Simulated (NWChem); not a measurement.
System: SiF4; SMILES F[Si](F)(F)F

NWChem input:

```
start job
memory heap 200 mb stack 900 mb global 1100 mb
geometry units angstroms noautoz
  F      1.359340     0.737951     0.351338
  Si    -0.000018    -0.000010    -0.000001
  F     -1.110115     1.076529    -0.353046
  F     -0.473388    -0.858188     1.247131
  F      0.224137    -0.956338    -1.245425
end
basis spherical
  * library 3-21g
end
dft
  xc b3lyp
  iterations 150
  mulliken
end
task dft energy
```

Structure relaxed at the PBE0/def2-SVP level.

**Question.** Give the results of this calculation. (B3LYP/3-21G.) Quantities: basis functions; energy (Ha); highest occupied level (eV); orbital gap (eV).

**Answer.** 
```yaml
number_of_basis_functions: 49
energy (Ha): -685.38
highest occupied level (eV): -11.45
orbital gap (eV): 11.45
```
